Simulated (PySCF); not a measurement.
## How good is the calculation?

Structure with atom numbers: `[CH2:1]1[CH2:2][CH2:3]1`. Hydrogens are named by the atom that carries them.

Measured values that the calculation should reproduce: δ 1H H(C1)/H(C2)/H(C3) 0.22 ppm (measured; solution, not stated in the table (CDCl3 in this author's series); The use of chemical shift calculations in the conformational analysis of substituted benzenes, New J. Chem. 2019 (ESI)). Coupling constants: 1J(C1,H(C1)) 160.4 Hz, 1J(C1,C2) 12.4 Hz, 3J(H(C3),H(C1)) (cis) 9.0 Hz, 3J(H(C3),H(C1)) (trans) 5.6 Hz, 2J(H(C1),H(C1)) -4.3 Hz.

- PBE0/pcSseg-1 with gauge-including orbitals
- couplings computed with B3LYP/pcJ-1
- geometry: PBE0-D3(BJ)/def2-SVP
- run in PySCF
- fast rotation and ring inversion assumed for equivalent nuclei, gas phase, a single conformation, no relativistic terms

Q: Set the calculated values beside the experiment.

A: 
Reference values: measured (solution, not stated in the table (CDCl3 in this author's series); The use of chemical shift calculations in the conformational analysis of substituted benzenes, New J. Chem. 2019 (ESI)).
```tsv
atoms	quantity	reference	computed	computed, scaled
H(C1)/H(C2)/H(C3)	δ 1H	0.22	0.26	0.45
```

Computed shifts are σ(ref) − σ with the named reference compound (TMS for H and C) calculated as an isolated molecule at the same level. The measured values may be among those fitted. Empirical linear scaling, fitted to shifts measured mostly in CDCl3 for H and C (δ vs TMS): 1H: δ = 29.91 − 0.950σ (rms 0.21 ppm, 511 shifts, 0.22 ppm with the 3 outliers that the fit left out). A few per cent of atoms miss by over 2 rms, more outside the fitted compound classes.

Coupling constants in Hz:
```tsv
coupling	reference	computed	source
1J(C1,H(C1))	160.4	168.8	measured; liquid or solution (compiled); Cremer, Kraka, Wu, Luettke, ChemPhysChem 2004, 5, 349
1J(C1,C2)	12.4	15.1	measured; liquid or solution (compiled); Cremer, Kraka, Wu, Luettke, ChemPhysChem 2004, 5, 349
3J(H(C3),H(C1)) cis	9.0	10.3	measured; solution (compiled); Pretsch, Buehlmann, Badertscher, Structure Determination of Organic Compounds, 4th ed., Springer 2009
3J(H(C3),H(C1)) trans	5.6	6.2	measured; solution (compiled); Pretsch, Buehlmann, Badertscher, Structure Determination of Organic Compounds, 4th ed., Springer 2009
2J(H(C1),H(C1))	-4.3	-5.1	measured; solution (compiled); Pretsch, Buehlmann, Badertscher, Structure Determination of Organic Compounds, 4th ed., Springer 2009
```

6 of the 7 published NMR values on file for this molecule are compared. The rest: values whose atom or origin is in doubt.
